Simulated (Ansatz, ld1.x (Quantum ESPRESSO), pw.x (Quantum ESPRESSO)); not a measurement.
**From atom to crystal: TM potential for Cs (Z = 55)**

```
Element                 : caesium
Generator               : ld1.x (Quantum ESPRESSO) 7.5
Type                    : norm-conserving Troullier–Martins (Kleinman–Bylander form)
Functional              : LDA (PW92)
Relativity              : scalar-relativistic
Frozen core             : [Xe]
Valence charge          : 1
Reference configuration : 5d0 6s1 6p0
Partial waves           : 6s (bound): rc 4.20 bohr; 6p (bound, empty): rc 3.90 bohr; 5d (bound, empty): rc 3.90 bohr
Local potential         : all-electron potential smoothed inside 3.00 bohr (lloc = -2)
Core correction         : Bessel-smoothed model core inside 3.95 bohr
```

Crystal test: fcc Cs in pw.x 7.5, no spin, 8³ k-points, Fermi–Dirac smearing 0.01 Ry, cutoffs 50/200 Ry. The lattice is a test structure that the element need not adopt, and mesh and smearing are coarse.

pw.x input:

```
&control
  calculation='scf', prefix='x', pseudo_dir='./', outdir='./tmp', tstress=.true., disk_io='low'
/
&system
  ibrav=0, nat=1, ntyp=1, ecutwfc=50, ecutrho=200, nbnd=7,
  occupations='smearing', smearing='fd', degauss=0.01
/
&electrons
  conv_thr=1e-09, mixing_beta=0.4, electron_maxstep=70
/
ATOMIC_SPECIES
Cs 1.0 Cs.UPF
CELL_PARAMETERS angstrom
  0.00000000 3.63690182 3.63690182
  3.63690182 0.00000000 3.63690182
  3.63690182 3.63690182 0.00000000
ATOMIC_POSITIONS crystal
Cs 0.0000 0.0000 0.0000
K_POINTS automatic
8 8 8 0 0 0
```

```bash
pw.x < Cs.scf.in > Cs.scf.out
```

How does the run end?

It converges; the pressure is -0.10 GPa against -0.00 GPa from all-electron LAPW. This is a poor potential for the solid. Note: ghost state, extra bound levels that the all-electron valence spectrum of the same l lacks: s at -1.44 eV. A true bound ghost makes a file unfit for plane-wave use. The logarithmic derivative shows an extra or strongly shifted pseudo pole above the reference energy (s near -0.11 Ry). The log shows:

```
     kinetic-energy cutoff     =      50.0000  Ry
     charge density cutoff     =     200.0000  Ry
     scf convergence threshold =      1.0E-09
     Exchange-correlation= PW
     number of k points=    29  Fermi-Dirac smearing, width (Ry)=  0.0100
     iteration #  1     ecut=    50.00 Ry     beta= 0.40
     c_bands:  4 eigenvalues not converged
     total energy              =      -2.62175746 Ry
     estimated scf accuracy    <       0.00031208 Ry
     iteration #  2     ecut=    50.00 Ry     beta= 0.40
     c_bands:  2 eigenvalues not converged
     total energy              =      -2.62175532 Ry
     estimated scf accuracy    <       0.00011177 Ry
     iteration #  3     ecut=    50.00 Ry     beta= 0.40
     total energy              =      -2.62175806 Ry
     estimated scf accuracy    <       0.00000004 Ry
     iteration #  4     ecut=    50.00 Ry     beta= 0.40
     c_bands:  1 eigenvalues not converged
     c_bands:  1 eigenvalues not converged
     total energy              =      -2.62175966 Ry
     estimated scf accuracy    <          9.3E-09 Ry
     iteration #  5     ecut=    50.00 Ry     beta= 0.40
     total energy              =      -2.62175966 Ry
     estimated scf accuracy    <          2.3E-09 Ry
     iteration #  6     ecut=    50.00 Ry     beta= 0.40
     total energy              =      -2.62175966 Ry
     estimated scf accuracy    <          1.2E-09 Ry
     iteration #  7     ecut=    50.00 Ry     beta= 0.40
     the Fermi energy is    -0.4603 ev
!    total energy              =      -2.62175966 Ry
     estimated scf accuracy    <          1.1E-12 Ry
     smearing contrib. (-TS)   =      -0.00539723 Ry
     The total energy is F=E-TS. E is the sum of the following terms:
     one-electron contribution =       0.28839180 Ry
     hartree contribution      =       0.00216472 Ry
     xc contribution           =      -2.57336518 Ry
     ewald contribution        =      -0.33355376 Ry
     convergence has been achieved in   7 iterations
          total   stress  (Ry/bohr**3)                   (kbar)     P=       -0.96
```
